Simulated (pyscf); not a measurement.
Elementary routes open to F–SiH•–F + NH₃ in the gas phase (doublet surface):
A. H₂N–SiH(F)–F + H• (H–N broken; N–Si formed)
B. F–SiH₂–F + NH₂• (H–N broken; H–Si formed)

Optimised with ωB97X-D3(BJ)/def2-SVP in PySCF.

Q: Rank the routes by free-energy barrier at 1200 K, lowest first, for ωB97M-D3(BJ)/def2-TZVP energies (ideal gas, 1 atm, RRHO with modes under 100 cm⁻¹ raised to 100, one conformer, R ln 2 for rigid chiral ones).

A: B (51.3 kcal/mol), A (53.3 kcal/mol)

Route B is the fastest of these, ahead of the next by 2.0 kcal/mol. The most stable products are those of A (ΔG = -3.3 kcal/mol), whose barrier is 2.0 kcal/mol higher: the kinetic and the thermodynamic product differ. At 298 K A takes the lead. A: On the reactant side the descent ends in an adduct with a N–Si contact, 10.7 kcal/mol under the separated species and 26.7 kcal/mol under the saddle at ωB97X-D3(BJ)/def2-TZVP. Only these routes are compared; each barrier is that of the saddle found, and lower ones may exist.
